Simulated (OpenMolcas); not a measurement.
# SVWN/def2-TZVP (RICD fitting) run of C4H6 (1,2-butadiene), part 2 of 2

OpenMolcas 26.06. Earlier steps stand in the parts before.

## Step 3: The doublet cation at the same level

job.input

```
&GATEWAY
 BasLib=$CurrDir
 Coord
 10
 bohr
 C     -1.94295971     3.09952879    -1.52629400
 C     -0.40634781     1.23962254    -1.05630021
 C      1.12557757    -0.62330726    -0.57755700
 C      0.97147041    -2.29917308     1.69761657
 H     -3.66334748     2.81399117    -2.60683939
 H     -1.55333598     4.99945944    -0.85753882
 H      2.63374909    -0.99764311    -1.92604666
 H      0.71945653    -4.27306761     1.13731277
 H     -0.60091401    -1.76158380     2.91452460
 H      2.71670807    -2.19778928     2.80114103
 Basis=def2-TZVP
 Group=NoSym
 RICD

&SEWARD
 GridInput
 Grid=UltraFine
 End of Grid

&SCF
 UHF
 Charge=1
 Spin=2
 KSDFT=SVWN
 PrOrbitals=0
```

The basis set def2-TZVP is read from a file made from the Basis Set Exchange's data (not shown).

On the command line:

```console
$ export MOLCAS_MEM=1860
$ pymolcas job.input > job.log
```

The program printed:

```text
--- Start Module: gateway ---

                                              &GATEWAY

                       available to each process: 1.9 GB of memory, 1 thread

 Basis Set     1 Label: C.DEF2-TZVP
 Basis set is read from library:.
 basistype.tbl is not found

 Basis Set     2 Label: H.DEF2-TZVP
 Basis set is read from library:.
 basistype.tbl is not found

++    Symmetry information:
      ---------------------

                    Character Table for C1

                             E
                    a        1  x, y, xy, Rz, z, xz, Ry, yz, Rx, I
--

++    Basis set information:
      ----------------------

      Basis set label: C.DEF2-TZVP.........

      Electronic valence basis set:
      ------------------
      Associated Effective Charge   6.000000 au
      Associated Actual Charge      6.000000 au
      Nuclear Model: Point charge

      Shell  nPrim  nBasis  Cartesian Spherical Contaminant
         s      11       5        X
         p       6       3        X
         d       2       2                 X
         f       1       1                 X

      Basis set label: H.DEF2-TZVP.........

      Electronic valence basis set:
      ------------------
      Associated Effective Charge   1.000000 au
      Associated Actual Charge      1.000000 au
      Nuclear Model: Point charge

      Shell  nPrim  nBasis  Cartesian Spherical Contaminant
         s       5       3        X
         p       1       1        X
--

++    Molecular structure info:
      -------------------------

                    ************************************************
                    **** Cartesian Coordinates / bohr, angstrom ****
                    ************************************************

     Center  Label                x              y              z                     x              y              z
        1      C1              -1.942960       3.099529      -1.526294             -1.028170       1.640200      -0.807680
        2      C2              -0.406348       1.239623      -1.056300             -0.215030       0.655980      -0.558970
        3      C3               1.125578      -0.623307      -0.577557              0.595630      -0.329840      -0.305630
[... 6 lines of this table left out ...]
       10      H10              2.716708      -2.197789       2.801141              1.437620      -1.163020       1.482300

                    ***************************************
                    *    InterNuclear Distances / bohr    *
                    ***************************************

               1 C1            2 C2            3 C3            4 C4            5 H5            6 H6
    1 C1       0.000000
    2 C2       2.457910        0.000000
    3 C3       4.916862        2.458963        0.000000
    4 C4       6.930619        4.691004        2.829963        0.000000
[... 5 lines of this table left out ...]
   10 H10      8.276520        6.037312        4.052936        2.067341        9.750349        9.133433

               7 H7            8 H8            9 H9           10 H10
    7 H7       0.000000
    8 H8       4.876176        0.000000
    9 H9       5.871778        3.348046        0.000000
   10 H10      4.877862        3.326277        3.348096        0.000000

                    *******************************************
                    *    InterNuclear Distances / angstrom    *
                    *******************************************

               1 C1            2 C2            3 C3            4 C4            5 H5            6 H6
    1 C1       0.000000
    2 C2       1.300670        0.000000
    3 C3       2.601891        1.301227        0.000000
    4 C4       3.667526        2.482372        1.497552        0.000000
[... 5 lines of this table left out ...]
   10 H10      4.379746        3.194808        2.144721        1.093990        5.159662        4.833205

               7 H7            8 H8            9 H9           10 H10
    7 H7       0.000000
    8 H8       2.580361        0.000000
    9 H9       3.107211        1.771710        0.000000
   10 H10      2.581253        1.760190        1.771736        0.000000

                    **************************************
                    *    Valence Bond Angles / degree    *
                    **************************************
                          Atom centers                 Phi
                      2 C2       1 C1       5 H5       121.31
                      2 C2       1 C1       6 H6       121.31
                      5 H5       1 C1       6 H6       117.38
                      1 C1       2 C2       3 C3       179.76
                      2 C2       3 C3       4 C4       124.84
                      2 C2       3 C3       7 H7       117.83
                      4 C4       3 C3       7 H7       117.33
                      3 C3       4 C4       8 H8       110.74
                      3 C3       4 C4       9 H9       111.22
                      3 C3       4 C4      10 H10      110.74
                      8 H8       4 C4       9 H9       108.44
                      8 H8       4 C4      10 H10      107.12
                      9 H9       4 C4      10 H10      108.44

[... 66 lines left out ...]
      Nuclear repulsion energy =  102.77315551
[... 68 lines left out ...]
++ Convergence information
                               UHF SVWN       iterations: Energy and convergence statistics
[... 27 lines left out ...]
       Convergence after  25 Iterations
[... 3 lines left out ...]
 *                                             SCF/KS-DFT Program, Final results                                             *
 *                                                       Final Results                                                       *
[... 44 lines left out ...]
      Title: Natural orbitals
[... 10 lines left out ...]
          Orbital           11        12        13        14        15        16        17        18        19        20
          Energy           -0.6504   -0.6196   -0.8213   -0.5252   -0.5037   -0.2279    0.1755    0.0329    0.1205    0.6186
          Occ. No.          1.9999    1.9999    1.9999    1.9998    1.0000    0.0002    0.0001    0.0001    0.0001    0.0001

[... 159 lines of this table left out ...]
      160 H10    2pz        0.0004   -0.0082    0.0003   -0.0003    0.0025    0.0027   -0.0046   -0.0077   -0.0049   -0.0010

          Orbital           21        22        23        24        25        26        27        28        29        30
          Energy            0.2683    0.5653    0.3569    0.3746    0.3229    4.2349    4.2354    3.9264    3.0270    0.0448
          Occ. No.          0.0000    0.0000    0.0000    0.0000    0.0000    0.0000    0.0000    0.0000    0.0000    0.0000

[... 159 lines of this table left out ...]
      160 H10    2pz       -0.0138    0.0123   -0.0081   -0.0094   -0.0739    0.0510    0.0139    0.1623    0.0026   -0.0088

          Orbital           31        32        33        34        35        36        37        38        39        40
          Energy            0.1058    0.0562    0.1873    0.6373    0.3618   -0.0981   -0.0574    0.2573    0.1613    0.2630
          Occ. No.          0.0000    0.0000    0.0000    0.0000    0.0000    0.0000    0.0000    0.0000    0.0000    0.0000

[... 159 lines of this table left out ...]
      160 H10    2pz        0.0318   -0.0541    0.0507    0.0146   -0.0314    0.0099    0.0105   -0.0200    0.0495    0.0155

          Orbital           41        42        43        44        45        46        47        48        49        50
          Energy            0.1906    0.4084    0.1880    0.2445    1.3386    0.2949    0.6176    0.4364    0.5221    0.6193
          Occ. No.          0.0000    0.0000    0.0000    0.0000    0.0000    0.0000    0.0000    0.0000    0.0000    0.0000

[... 159 lines of this table left out ...]
      160 H10    2pz        0.0567    0.0109   -0.0273   -0.0162    0.0393   -0.0123    0.0316    0.0085    0.0083    0.0062

          Orbital           51        52        53        54        55        56        57        58        59        60
          Energy            0.2476    0.3767    0.9044    0.4911    0.2181    0.3546    1.6059   20.4811    1.1174    1.0369
          Occ. No.          0.0000    0.0000    0.0000    0.0000    0.0000    0.0000    0.0000    0.0000    0.0000    0.0000

[... 63 lines of this table left out ...]
       64 C3     1s         0.0065    0.0026    0.0012    0.0113   -0.0003
[... cut ...]
.0023    0.0259    0.0828   -0.0148    0.0631    0.0238   -0.0324
      109 C4     3d2-       0.3233    0.3172   -0.0968   -0.2000   -0.1910   -0.0332    0.8787   -0.1042    0.0203   -0.0866
      110 C4     3d1-       0.0039   -0.0004    0.0100    0.0154    0.0228   -0.2734    0.0233    0.0080   -0.0055    0.0265
[... 49 lines of this table left out ...]
      160 H10    2pz       -0.0704   -0.0466    0.0329   -0.1435    0.1018    0.0799    0.2061   -0.0682    0.0742   -0.0775

          Orbital           91        92        93        94        95        96        97        98        99       100
          Energy            2.3109    2.7052    2.4176    2.3739    3.0230    0.5359    1.5801    2.0100    3.0747    1.5975
          Occ. No.          0.0000    0.0000    0.0000    0.0000    0.0000    0.0000    0.0000    0.0000    0.0000    0.0000

[... 159 lines of this table left out ...]
      160 H10    2pz       -0.0707    0.0206    0.3196    0.2404   -0.1625    0.1476   -0.1576   -0.1600    0.2206   -0.0419

          Orbital          101       102       103       104       105       106       107       108       109       110
          Energy            1.4883    4.2570    2.7935    3.0832    1.9508    2.0523    2.7363    1.2591    3.4482    3.3806
          Occ. No.          0.0000    0.0000    0.0000    0.0000    0.0000    0.0000    0.0000    0.0000    0.0000    0.0000

[... 159 lines of this table left out ...]
      160 H10    2pz       -0.0370   -0.1495   -0.3020    0.0372   -0.1271   -0.3552   -0.0737    0.0058    0.0515   -0.1329

          Orbital          111       112       113       114       115       116       117       118       119       120
          Energy           20.0794    3.3786    3.9474    0.2275    2.5153    2.7803    3.4965    4.7687    2.8802    2.1364
          Occ. No.          0.0000    0.0000    0.0000    0.0000    0.0000    0.0000    0.0000    0.0000    0.0000    0.0000

[... 159 lines of this table left out ...]
      160 H10    2pz        0.1823    0.4001   -0.2785   -0.0060   -0.2052    0.0369    0.0094   -0.0129   -0.0277   -0.0020

          Orbital          121       122       123       124       125       126       127       128       129       130
          Energy            2.6219    1.7248    4.1387    2.8788    3.1787   21.1420    1.9239    2.9226    0.8403    4.3794
          Occ. No.          0.0000    0.0000    0.0000    0.0000    0.0000    0.0000    0.0000    0.0000    0.0000    0.0000

[... 159 lines of this table left out ...]
      160 H10    2pz       -0.0491    0.2537    0.3636   -0.2899    0.3367    0.0370   -0.6488   -0.2121   -0.0203   -0.1710

          Orbital          131       132       133       134       135       136       137       138       139       140
          Energy            1.2243    2.1646    4.5939    3.7169    3.7003    3.3322    2.9356    2.9635    0.5826    3.0960
          Occ. No.          0.0000    0.0000    0.0000    0.0000    0.0000    0.0000    0.0000    0.0000    0.0000    0.0000

[... 159 lines of this table left out ...]
      160 H10    2pz        0.1403   -0.2372    0.0895    0.5253    0.3440    0.1571   -0.1061    0.4161    0.0319   -0.1047

          Orbital          141       142       143       144       145       146       147       148       149       150
          Energy            4.0647    1.2680    2.2464    4.6977    2.0013    4.0267    2.1011    3.7668    2.3964    2.4056
          Occ. No.          0.0000    0.0000    0.0000    0.0000    0.0000    0.0000    0.0000    0.0000    0.0000    0.0000

[... 159 lines of this table left out ...]
      160 H10    2pz        0.3318   -0.0938   -0.1835    0.0552    0.2568    0.3761    0.2391    0.0927   -0.3070    0.0978
--

++    Molecular properties:
      ---------------------

      Charge (e):
                      =    1.0000
      Dipole Moment (debye):
      Origin of the operator (angstrom)=   -0.0271    0.1525   -0.1574
                   X=  1.3196E-01               Y= -1.0486E-01               Z= -2.5431E-02           Total=  1.7046E-01
      Center of Charge (angstrom)
                     X=    0.00032526               Y=    0.13063825               Z=   -0.16269976
      Quadrupole Moment (debye*angstrom):
      Origin of the operator (angstrom)=   -0.0271    0.1525   -0.1574
                  XX= -1.6428E+01              XY= -6.3576E+00              XZ=  3.3208E+00              YY= -1.0611E+01
                  YZ= -4.3857E+00              ZZ= -1.8784E+01
      In traceless form (debye*angstrom)
                  XX= -1.7304E+00              XY= -9.5365E+00              XZ=  4.9812E+00              YY=  6.9954E+00
                  YZ= -6.5785E+00              ZZ= -5.2649E+00
--

--- Stop Module: scf /rc=_RC_ALL_IS_WELL_ ---
--- Module scf spent 1 minute 31 seconds ---

.##################.
.# Happy landing! #.
.##################.

    Timing: Wall=95.00 User=90.63 System=4.28
```

Wall time 95 s (1 thread of Arm Neoverse V2, shared host); peak memory 0.2 GiB.

## Step 4: Results

This closing draws on all 2 parts.

Level: SVWN/def2-TZVP (RICD fitting).

| quantity | value |
| --- | --- |
| singlet C4H6: total energy | -155.13296 Eh |
| singlet C4H6: dipole moment | 0.47 D |
| singlet C4H6: HOMO energy | -6.66 eV |
| singlet C4H6: LUMO energy | -1.30 eV |
| singlet C4H6: HOMO–LUMO gap | 5.36 eV |
| doublet cation: total energy | -154.76580 Eh |
| doublet cation: HOMO energy (highest over α and β) | -13.49 eV |
| doublet cation: LUMO energy (lowest over α and β) | -13.31 eV |
| doublet cation: ⟨S²⟩ | 0.751 |
| vertical ionisation energy (to the doublet cation) | 9.991 eV |

Removing an electron at fixed nuclei costs 9.99 eV (964 kJ/mol). The negative HOMO energy of the first species, 6.66 eV, lies 3.33 eV below that difference. Mulliken charges (singlet C4H6) run from -0.42 on C4 to +0.16 on H5.
